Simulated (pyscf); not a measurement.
HO–Si(OH)(F)–F + hydrogen fluoride (HF) → HO–Si(OH)(F)–F + hydrogen fluoride (HF) (four-centre exchange; singlet surface; F–Si, F–H broken, F–Si, F–H formed). Optimised with ωB97X-D3(BJ)/def2-SVP in PySCF. Energies in kJ/mol from the separated reactants.

| level | barrier | reaction energy |
|---|---|---|
| PBE/def2-TZVP | 88.1 | 0.0 |
| r²SCAN/def2-TZVP | 91.5 | 0.0 |
| PBE0-D3(BJ)/def2-TZVP | [?] | 0.0 |
| M06-2X/def2-TZVP | 106.3 | 0.0 |
| ωB97M-D3(BJ)/def2-TZVP | [?] | 0.0 |
| HF/def2-TZVP | 176.5 | 0.0 |

### Question
What belongs in the gaps?

### Answer

- PBE0-D3(BJ)/def2-TZVP, barrier: 99.6
- ωB97M-D3(BJ)/def2-TZVP, barrier: 103.0

The functionals in the table span 18.2 kJ/mol in this barrier, from PBE to M06-2X. On the reactant side the descent ends in a complex, 22.6 kJ/mol under the separated species and 128.5 kJ/mol under the saddle at ωB97X-D3(BJ)/def2-TZVP. On the product side the descent ends in a complex (not fully relaxed), 23.0 kJ/mol under the separated species and 128.9 kJ/mol under the saddle at ωB97X-D3(BJ)/def2-TZVP. The same reactants have a lower exit, to HO–Si(F)(F)–F + H₂O (barrier +54.2 kJ/mol at ωB97M-D3(BJ), against +103.0 kJ/mol here). One saddle was located; it need not be the lowest between these sides.
